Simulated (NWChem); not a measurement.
# UMP2/def2-TZVP (frozen virtual 0) run of C2HO (ethynyloxy radical)

What is the vertical ionisation energy of C2HO (ethynyloxy radical) at UMP2/def2-TZVP (frozen virtual 0)? 

The calculation is run with NWChem 7.3.0.

## (1) Starting point

The species is C2HO (4 atoms), meant as a doublet with charge 0. SMILES: `C#C[O]`. The shape is that of a PBE0-D4/def2-TZVP optimisation.

Bond lengths: C1–C2 1.288 Å, C2–O3 1.167 Å, C1–H4 1.072 Å. Angles: C1–C2–O3 170.9°, C2–C1–H4 137.7°.

## (2) A single-point energy at UMP2/def2-TZVP (frozen virtual 0)

Contents of a.nw:

```
START a
TITLE "C2HO"
memory stack 880 mb heap 220 mb global 1100 mb

GEOMETRY units au noautosym nocenter noautoz
   C  -1.06297095  0.41082646 -0.78952757
   C   0.64685325 -0.74946538  0.49586414
   O   2.01973928 -2.09098196  1.58132282
   H  -1.49874179  2.31585937 -1.32583185
END

BASIS spherical bse
   * library def2-TZVP
END

SCF
   doublet
   uhf
   thresh 1e-08
   maxiter 80
   noprint "final vectors analysis"
END

MP2
   freeze core 3
   tight
END

TASK mp2 energy
```

The run is started by

```console
$ nwchem a.nw > a.out
```

What it wrote:

```text
[...]
  functions       =    99
[...]
  wavefunction    = UHF
[...]
         Total SCF energy =   -151.146514490280
      One electron energy =   -309.138251135983
      Two electron energy =    105.387427031682
 Nuclear repulsion energy =     52.604309614020
                       Sz =      0.5000
                 Sz(Sz+1) =      0.7500
                      S^2 =      0.8120
[...]
          Total MP2 energy          -151.643231670646
[...]
```

Run time: 59 s. Hardware: 1 thread of Intel Xeon 6975P-C (Granite Rapids), shared host; peak memory 0.24 GiB.

## (3) The singlet cation

Contents of test.nw:

```
start test
title "C2HO"
memory stack 880 mb heap 220 mb global 1100 mb
charge 1

geometry noautosym nocenter noautoz
  C     -0.562500     0.217400    -0.417800
  C      0.342300    -0.396600     0.262400
  O      1.068800    -1.106500     0.836800
  H     -0.793100     1.225500    -0.701600
end

basis "ao basis" spherical bse
  C library def2-TZVP
  O library def2-TZVP
  H library def2-TZVP
end

scf
  singlet
  rhf
  thresh 1e-08
  maxiter 80
  noprint "final vectors analysis"
end

mp2
  freeze core 3
  tight
end

task mp2 energy
```

The run is started by

```console
$ nwchem test.nw > test.out
```

What it wrote:

```text
[...]
  functions       =    99
[...]
  wavefunction    = RHF
[...]
         Total SCF energy =   -150.754803038593
      One-electron energy =   -302.255686370478
      Two-electron energy =     98.896569913072
 Nuclear repulsion energy =     52.604313418813
        Time for solution =     18.4s
[...]
          Total MP2 energy          -151.241304273429
[...]
```

Wall time 22 s (1 thread of Intel Xeon 6975P-C (Granite Rapids), shared host); peak memory 0.22 GiB.

## (4) What came out

At UMP2/def2-TZVP (frozen virtual 0), 3 core orbitals frozen:

| quantity | value |
| --- | --- |
| doublet C2HO: total energy | -151.64323 Eh |
| doublet C2HO: correlation energy (3 core orbitals frozen) | -496.7 mEh |
| doublet C2HO: ⟨S²⟩ of the reference determinant | 0.812 |
| singlet cation: total energy | -151.24130 Eh |
| singlet cation: correlation energy (3 core orbitals frozen) | -486.5 mEh |
| vertical ionisation energy (to the singlet cation) | 10.937 eV |

In words: Removing an electron at fixed nuclei costs 10.94 eV (252 kcal/mol). Only the singlet of the ionised species was computed; a triplet could lie lower.
